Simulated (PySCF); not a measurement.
C4H7ClO.
Z-matrix (Å and degrees, PBE0-D3(BJ)/def2-SVP geometry), rows numbered from 1:
```
C 
O   1  1.3994
C   2  1.3498  1  119.02
C   3  1.4885  2  111.13  1  -179.73
C   3  1.3467  2  123.14  1     0.20
Cl  5  1.7300  3  123.09  2   179.98
H   1  1.0973  2  106.81  3   179.82
H   1  1.1048  2  111.61  3   -61.07
H   1  1.1048  2  111.59  3    60.72
H   4  1.1010  3  109.67  2   -58.20
H   4  1.0952  3  111.30  2  -179.46
H   4  1.1011  3  109.71  2    59.33
H   5  1.0885  3  123.57  2     0.02
```

Linear response at B3LYP/def2-SVPD (PySCF, frozen core in the response, non-relativistic). The structure is a single PBE0-D3(BJ)/def2-SVP conformer in the gas phase; no vibrational or solvent corrections.

Static isotropic polarisability: 70.44 au (10.44 Å³), principal values 52.0, 70.8, 88.5 au.

**Question.** What is the polarisability at 1064 nm and at the sodium D line?

**Answer.** 71.09 au at 1064 nm (+0.9 %), 72.65 au at 589.3 nm (+3.1 %). The rise at 589.3 nm is 3.40 times that at 1064 nm; a pure ω² law gives 3.26. The lowest singlet lies at 220 nm, shorter than both wavelengths.

**Question.** What is the isotropic C6 coefficient between two such molecules, C6 = (3/π)∫α(iω)² dω?

**Answer.** 2040 au (Eh·bohr⁶) by a ten-point quadrature over imaginary frequencies, which is 1220 eV·Å⁶ or 118 J·nm⁶/mol.

**Question.** Which effective excitation energy ω̄ makes London's formula C6 = (3/4)α²ω̄ exact here?

**Answer.** ω̄ = 4·C6/(3α²) = 0.548 Eh = 14.9 eV. A one-pole form α(ω) = α/(1 − ω²/ω̄²) fitted to the 1064 nm value gives 12.2 eV.

**Question.** The lowest 6 singlets have (eV, f): 5.64, 0.005; 5.80, 0.000; 6.27, 0.006; 6.35, 0.300; 6.77, 0.001; 7.20, 0.051. What share of the static polarisability do they carry in the sum over states α = Σ f/ω²?

**Answer.** 6.47 au, 9.2 % of α; the largest term, 5.50 au, is that of the state at 6.35 eV. Their oscillator strengths add up to 0.36. Higher states carry the rest.

**Question.** How many electrons N does the Slater–Kirkwood formula C6 = (3/4)·√N·α^(3/2) need to give this C6?

**Answer.** N = (4·C6/3)²/α³ = 21.2; the species has 56 electrons in all.

**Question.** What n − 1 at the D line would an ideal gas of it have at 273.15 K and 1 atm (2.6868 × 10¹⁹ cm⁻³), by n − 1 = 2π·N·α′?

**Answer.** 18.17 × 10⁻⁴, a formal value whether or not that pressure can be reached.

**Question.** What three-body coefficient follows from the one-pole estimate C9 = (3/4)·α·C6?

**Answer.** 108000 au. This is an estimate from the two numbers above, not a computed integral.

Cost: about 60 s of CPU time on one thread; the machine was shared, so the figure is rough. This is the whole response run at B3LYP/def2-SVPD, SCF included.
